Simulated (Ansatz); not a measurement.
The input, for Ansatz 0.2.0:

```yaml
crystal:
  periodic: [false, false, false]
  atoms:
    - {symbol: Al, position_ang: [0.022247, -0.037701, 0.000077]}
    - {symbol: H, position_ang: [1.608023, -0.022650, -0.000006]}
    - {symbol: H, position_ang: [-1.445935, 2.450418, -0.005006]}
    - {symbol: H, position_ang: [-0.757606, -1.418546, 0.002950]}
basis:
  gaussian: {orbitals: cc-pVDZ}
magnetization: {spin_polarized: false}
hamiltonian: {xc: {name: r2SCAN}}
correlation: {method: ccsd, electrons: outside_noble_gas}
accuracy: high
```

```sh
$ ansatz run in.yaml --threads 1 --pin off --events-out ev --progress --plain --max-ram 2393MiB
```

Output:

```
659 factors; integrals over basis functions are off by at most 3.3e-9 eV
mean field evaluation 1: about -6639.4152 eV, gradient 1.5e1 eV
mean field evaluation 2: about -6639.4113 eV, gradient 1.5e1 eV
mean field evaluation 4: about -6640.2580 eV, gradient 8.4e0 eV
mean field evaluation 8: about -6640.9081 eV, gradient 3.9e-1 eV
mean field evaluation 16: about -6640.9094 eV, gradient 3.5e-6 eV
mean field -6640.90940784 eV, -244.0489193680 hartree, gradient 2.6e-8 eV, S^2 0.000000; 0 other end points of the search recorded, 0 dependent functions left out; unrestricted orbitals would lower it
mean field evaluation 32: about -6626.9255 eV, gradient 1.3e-2 eV
unrestricted determinant -6626.92751738 eV, -243.5350943711 hartree, S^2 0.7492
5 core orbitals not correlated: weight in the atoms' cores, before any rotation towards them, 1.000 or more for the frozen orbitals, at most 0.000 for the correlated occupied ones
reference -6625.91696418 eV, -243.4979572258 hartree; 3, 3 occupied and 25, 25 virtual orbitals, 659 factors
second order -2.50864554 eV of doubles, -0.17748714 eV of singles
cycle   1  -3.17757771 eV  change   -5.0e-1 eV  update   8.8e-2
cycle   2  -3.51498391 eV  change   -3.4e-1 eV  update   4.7e-2
cycle   3  -3.55646151 eV  change   -4.1e-2 eV  update   2.0e-2
cycle   4  -3.55116099 eV  change    5.3e-3 eV  update   7.4e-3
cycle   5  -3.55302301 eV  change   -1.9e-3 eV  update   2.2e-3
cycle   6  -3.55238940 eV  change    6.3e-4 eV  update   4.8e-4
cycle   7  -3.55257592 eV  change   -1.9e-4 eV  update   1.8e-4
cycle   8  -3.55265696 eV  change   -8.1e-5 eV  update   6.7e-5
cycle   9  -3.55261819 eV  change    3.9e-5 eV  update   1.8e-5
cycle  10  -3.55261569 eV  change    2.5e-6 eV  update   6.1e-6
cycle  11  -3.55261419 eV  change    1.5e-6 eV  update   2.1e-6
cycle  12  -3.55261452 eV  change   -3.2e-7 eV  update   6.6e-7
cycle  13  -3.55261431 eV  change    2.1e-7 eV  update   2.3e-7
cycle  14  -3.55261423 eV  change    7.8e-8 eV  update   7.7e-8
cycle  15  -3.55261430 eV  change   -6.7e-8 eV  update   1.1e-7
cycle  16  -3.55261477 eV  change   -4.7e-7 eV  update   2.4e-7
cycle  17  -3.55261483 eV  change   -6.6e-8 eV  update   1.3e-7
cycle  18  -3.55261510 eV  change   -2.6e-7 eV  update   9.8e-8
cycle  19  -3.55261520 eV  change   -1.0e-7 eV  update   3.2e-8
cycle  20  -3.55261522 eV  change   -2.7e-8 eV  update   7.8e-9
cycle  21  -3.55261523 eV  change   -3.7e-9 eV  update   1.8e-9
cycle  22  -3.55261523 eV  change    2.5e-9 eV  update  9.7e-10
cycle  23  -3.55261522 eV  change   9.9e-10 eV  update  2.6e-10
cycle  24  -3.55261522 eV  change   2.5e-11 eV  update  6.0e-11
Total energy: -6629.46957940 eV, -243.6285134272 hartree
```

Ran on 1 thread of Arm Neoverse V2, shared host: 2.9 s wall, 0.15 GiB peak host memory.
